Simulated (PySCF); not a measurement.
Q: Write Cartesian coordinates for `CC[C@@H]1C[C@H]1F` as optimised with PBE0-D3(BJ)/def2-SVP.

A: 
```xyz
15
C5H9F angstrom
C      1.8317   -0.8400   -0.0481
C      0.6691   -0.1892    0.6857
C     -0.6321   -0.2945   -0.0684
C     -0.9720    0.6723   -1.1840
C     -1.7146    0.7077    0.1055
F     -3.0007    0.2723    0.1131
H      2.7715   -0.7459    0.5168
H      1.6463   -1.9134   -0.2121
H      1.9835   -0.3782   -1.0364
H      0.8946    0.8761    0.8677
H      0.5473   -0.6474    1.6825
H     -0.9989   -1.3147   -0.2310
H     -1.5135    0.2743   -2.0457
H     -0.2768    1.4868   -1.4087
H     -1.5651    1.5469    0.7947
```

Any rigid rotation of these coordinates is as good. Atoms count from 1 in this order. The 5 C–C bonds span 1.485 Å (C3–C5, drawn single) to 1.521 Å (C1–C2, drawn single), a spread of 0.036 Å. The 3-membered ring C3–C4–C5 has internal angles of 59.3° to 61.2°.

Bonds between heavy atoms (Å): C1–C2 1.521, C2–C3 1.508, C3–C4 1.515, C4–C5 1.488, C5–F6 1.358, C3–C5 1.485.

Computed with PBE0-D3(BJ)/def2-SVP geometry optimisation, gas phase (PySCF).

Point group: C1 (no symmetry element, even within 0.4 Å). Whether it is a minimum is left open (no frequencies). The numbers are those of one conformer (C1–C2–C3–C4 -82°).

Hardware: one thread, Arm Neoverse V2, no GPU (shared host). Cost: 37 s of wall time. These figures are those of the optimisation.
